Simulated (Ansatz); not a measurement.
A nudged elastic band was laid between two geometries of C3H6N (10 atoms, charge 1, multiplicity 1).

These are results of RKS PBE0-D4/STO-3G (Ansatz), not measurements.

```yaml
movable_images: 8
climbing_image: no
spring: 5.0 eV/Å²
optimiser: quadratic models (default)
start_path: through a guess of the saddle point
force_threshold: 0.03 eV/Å
iteration_limit: 60
end_points: relaxed
```

First end point:

```xyz
10
Properties=species:S:1:pos:R:3
C -1.271 0.226 -0.494
C 0.047 0.061 0.023
C 0.463 -1.300 0.074
N 0.833 1.108 0.433
H -1.858 -0.654 -0.811
H -1.740 1.225 -0.592
H -0.213 -2.102 -0.272
H 1.461 -1.593 0.455
H 0.493 2.083 0.381
H 1.785 0.946 0.804
```

Last end point:

```xyz
10
Properties=species:S:1:pos:R:3
C -1.271 0.226 -0.494
C 0.047 0.061 0.023
C 0.463 -1.300 0.074
N 0.833 1.108 0.433
H -1.858 -0.654 -0.811
H -1.740 1.225 -0.592
H -0.213 -2.102 -0.272
H 1.461 -1.593 0.456
H 1.785 0.946 0.804
H 0.493 2.083 0.381
```

(1) Which bonds break or form, and what moves?

(2) Give the energies along the band, and the barrier.

(3) What is the geometry of the highest image?

Results:

(1) No bond is made or broken. The dihedral C1–C2–N4–H10 goes from 180 to 0°. The two ends are copies of one structure, up to a mirror image or an exchange of like atoms.

(2) The run converged. The highest image is number 4 of 0 to 9, 0.71 eV above the ends, which have the same energy within 2 meV. No image climbed, so the highest image needn't sit at the top of the path. Limits of this set-up: minimal basis, the dipole of an ion depends on the origin.

| image | path coordinate (Å) | energy (eV) | dihedral C1–C2–N4–H10 (°) |
| --- | --- | --- | --- |
| 0 | 0.00 | 0.00 | 180 |
| 1 | 0.48 | 0.09 | -173 |
| 2 | 0.96 | 0.32 | -159 |
| 3 | 1.44 | 0.55 | -139 |
| 4 | 1.91 | 0.71 | -110 |
| 5 | 2.39 | 0.71 | -63 |
| 6 | 2.87 | 0.55 | -33 |
| 7 | 3.35 | 0.32 | -16 |
| 8 | 3.83 | 0.09 | -6 |
| 9 | 4.31 | 0.00 | 0 |

(3) 
```xyz
10
Properties=species:S:1:pos:R:3
C -1.276 0.232 -0.574
C -0.035 0.027 0.066
C 0.420 -1.298 0.228
N 0.728 1.208 0.358
H -1.840 -0.597 -1.049
H -1.664 1.266 -0.687
H -0.113 -2.147 -0.246
H 1.368 -1.527 0.756
H 0.822 1.493 1.355
H 1.590 1.343 -0.207
```

Run time: 5 min on 1 thread of Arm Neoverse N1, on a shared host, peak memory 0.1 GiB.
